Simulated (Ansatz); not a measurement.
Two structures of C₂H₇N, closed shell, reached by relaxing down either side of one saddle point (PBE0-D4/def2-TZVP). Energies are electronic, without zero-point energy. Computed with Ansatz 0.2.0 (basis: def2-TZVPP and def2-QZVPP); correlated methods freeze the cores. Extrapolation: Hartree–Fock as exp(−7.88 √X), correlation as X^−2.97. First:

N1  (-1.370, -0.172, -0.026)
C2  (0.012, -0.431, 0.352)
H3  (0.391, -1.403, -0.001)
H4  (0.059, -0.457, 1.445)
C5  (0.915, 0.671, -0.162)
H6  (1.950, 0.507, 0.146)
H7  (0.898, 0.711, -1.256)
H8  (0.586, 1.642, 0.214)
H9  (-1.461, -0.167, -1.035)
H10  (-1.980, -0.901, 0.321)
(Å)

Second:

N1  (-2.202, 0.057, -0.075)
C2  (1.230, -0.838, 0.206)
H3  (1.090, -1.559, -0.591)
H4  (1.045, -1.190, 1.216)
C5  (1.602, 0.409, -0.039)
H6  (1.742, 1.130, 0.760)
H7  (1.786, 0.760, -1.049)
H8  (-1.193, 0.160, -0.065)
H9  (-2.526, 0.376, -0.979)
H10  (-2.574, 0.696, 0.616)
(Å)

Q: Which bonds change from the first to the second?

A: C₂H₇N (CCN) → C₂H₄ (C=C) + NH₃; bonds formed: N1–H8; bonds broken: N1–C2, C5–H8.

Q: Give the saddle point's structure and its height above each. (Judge from chemistry; the value comes from the calculation.)

A: The calculation gives: 302.3 kJ/mol above the first and 238.0 kJ/mol above the second (CCSD(T) at an estimated basis limit (MP2 extrapolated from triple and quadruple zeta, plus CCSD(T) − MP2 in triple zeta)).
```json
{"atom": "N1", "x (Å)": "-1.1907", "y (Å)": "0.0364", "z (Å)": "-0.0404"}
{"atom": "C2", "x (Å)": "0.2585", "y (Å)": "-0.5654", "z (Å)": "0.1264"}
{"atom": "H3", "x (Å)": "0.3261", "y (Å)": "-1.3689", "z (Å)": "-0.6113"}
{"atom": "H4", "x (Å)": "0.2776", "y (Å)": "-0.9996", "z (Å)": "1.1290"}
{"atom": "C5", "x (Å)": "1.0919", "y (Å)": "0.6318", "z (Å)": "-0.1011"}
{"atom": "H6", "x (Å)": "1.6611", "y (Å)": "0.9699", "z (Å)": "0.7624"}
{"atom": "H7", "x (Å)": "1.6993", "y (Å)": "0.6077", "z (Å)": "-1.0036"}
{"atom": "H8", "x (Å)": "-0.6315", "y (Å)": "1.0034", "z (Å)": "-0.2166"}
{"atom": "H9", "x (Å)": "-1.7165", "y (Å)": "-0.3184", "z (Å)": "-0.8400"}
{"atom": "H10", "x (Å)": "-1.7757", "y (Å)": "0.0031", "z (Å)": "0.7954"}
```

No T1 diagnostic of these runs exceeds 0.014.

For scale, one of the runs: CCSD(T)/def2-TZVPP, 191 basis functions, launched by `ansatz run in.yaml --threads 2 --pin off --events-out ev --progress --plain --max-ram 4352MiB`. The run took 53 s on 2 CPU threads of an Arm Neoverse V1 (shared host), with 2.2 GiB of host memory at its peak.
